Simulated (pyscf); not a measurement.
PySCF, gas phase, ωB97X-D3(BJ)/def2-SVP geometries.

### Question
Estimate by transition-state theory the rate constant of H₂N–Si•(NH₂)–I (SMILES N[Si](N)I) + H₂ (SMILES [H][H]) -> H₂N–SiH(NH₂)–I (SMILES N[SiH](N)I) + H• (SMILES [H]) (doublet surface; H–H broken, H–Si formed) at 600 K, with ωB97M-D3(BJ)/def2-TZVP energies (ideal gas, 1 atm, RRHO with modes under 100 cm⁻¹ raised to 100, one conformer, R ln 2 for chiral ones without a mode under 150 cm⁻¹; no tunnelling).

### Answer
The electronic barrier is 16.3 kcal/mol and the thermal terms add +13.4, so ΔG‡ = 29.7 kcal/mol. With k_BT/h = 1.25e+13 s⁻¹ and RT = 1.192 kcal/mol, and a volume of 8.18e-20 cm³ per molecule at 1 atm, k = 1.6e-17 cm³ molecule⁻¹ s⁻¹. Wigner's tunnelling factor for 817i cm⁻¹ would be 1.16. A shift of 1 kcal/mol in the barrier changes k by a factor 2.3. This is the saddle that the search found; another between the same sides may lie lower. The angle at the transferred H is 174°. Elements past Kr carry the def2 core potentials, without spin-orbit coupling.
